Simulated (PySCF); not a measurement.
Methyl formate, C2H4O2.
Geometry (PBE0-D3(BJ)/def2-SVP, Å), atoms numbered from 1 in this order:
```
atom  x, y, z in Å
C1    -1.0111    0.1227    0.1570
O2     0.2882   -0.0129    0.7154
C3     1.3150   -0.1554   -0.1204
O4     1.2624   -0.1824   -1.3157
H5    -1.6405   -0.6914    0.5431
H6    -0.9651    0.0790   -0.9391
H7    -1.4284    1.0865    0.4807
H8     2.2470   -0.2475    0.4753
```

Method used: PySCF, PBE0-D3(BJ)/def2-SVP geometry optimisation, gas phase.

Take the most abundant isotopes and a rigid rotor. The values belong to one conformer with, in the numbering `[CH3:1][O:2][CH:3]=[O:4]`, C1–O2–C3–O4 0°.

(1) What are A, B and C (cm⁻¹)?

(2) Classify the top.

(3) Is it planar, by Δ = Ic − Ia − Ib?

(4) Which lines would a microwave search look for?

(5) Estimate the classical rotational partition function at 25 K, 50 K and 200 K.

## Answers

(1) Ia = 24.05, Ib = 75.69, Ic = 96.51 u·Å²; 505379 MHz·u·Å²/I gives 21010, 6677 and 5237 MHz, that is A = 0.70082, B = 0.22272, C = 0.17468 cm⁻¹.

(2) An asymmetric top; Ray's κ = -0.817.

(3) Not planar: Δ = Ic − Ia − Ib = -3.23 u·Å². For a rigid frame Δ = −2 Σ m c², so Σ m c² = 1.62 u·Å² lies off the ab plane, practically all of it from hydrogen. The atom farthest from that plane is 0.90 Å away.

(4) The dipole components are |μa| = 1.78 D, |μb| = 0.60 D, |μc| = 0.00 D; the mirror of this Cs structure is the ab plane, so μc vanishes by symmetry and there are no c-type lines. The squared components, which scale the intensities, stand as 1.00 : 0.11 (a : b). Some lines, for components of 0.1 D or more:

```csv
type,branch,"J(Ka,Kc)",MHz,lower level (cm⁻¹)
a,Q,"3(2,1) ← 3(2,2)",513,4.393
a,Q,"2(1,1) ← 2(1,2)",4321,1.622
b,R,"2(0,2) ← 1(1,1)",9391,0.875
b,Q,"1(1,0) ← 1(0,1)",15773,0.397
a,R,"2(1,1) ← 1(1,0)",25268,0.924
b,Q,"5(1,4) ← 5(0,5)",28502,5.846
b,R,"4(0,4) ← 3(1,3)",35471,2.740
b,R,"2(1,2) ← 1(0,1)",36720,0.397
a,R,"3(1,2) ← 2(1,1)",37835,1.766
b,Q,"2(2,0) ← 2(1,1)",43102,1.766
a,R,"4(1,4) ← 3(1,3)",44581,2.740
a,R,"4(3,2) ← 3(3,1)",47848,6.906
b,R,"5(0,5) ← 4(1,4)",48538,4.227
a,R,"5(1,5) ← 4(1,4)",55562,4.227
a,R,"5(0,5) ← 4(0,4)",57648,3.923
a,R,"5(2,3) ← 4(2,2)",61259,6.030
b,Q,"5(3,2) ← 5(2,3)",72835,8.074
b,Q,"4(3,1) ← 4(2,2)",74121,6.030
b,R,"5(2,4) ← 4(1,3)",97505,4.707
b,R,"5(3,3) ← 4(2,2)",133966,6.030
b,R,"4(4,1) ← 3(3,0)",153041,6.906
b,R,"4(4,0) ← 3(3,1)",153046,6.906
b,R,"5(4,2) ← 4(3,1)",164963,8.503
```

(5) Point group Cs, symmetry number σ = 1; q = (√π/σ)·√((kT/h)³/(ABC)), k/h = 20836.6 MHz/K: 777 at 25 K, 2200 at 50 K, 17600 at 200 K.

No frequency check. No vibrational averaging or centrifugal distortion is included, and the geometry carries the error of its method. A rigid rotor knows nothing of internal rotation, which can split or shift real lines.
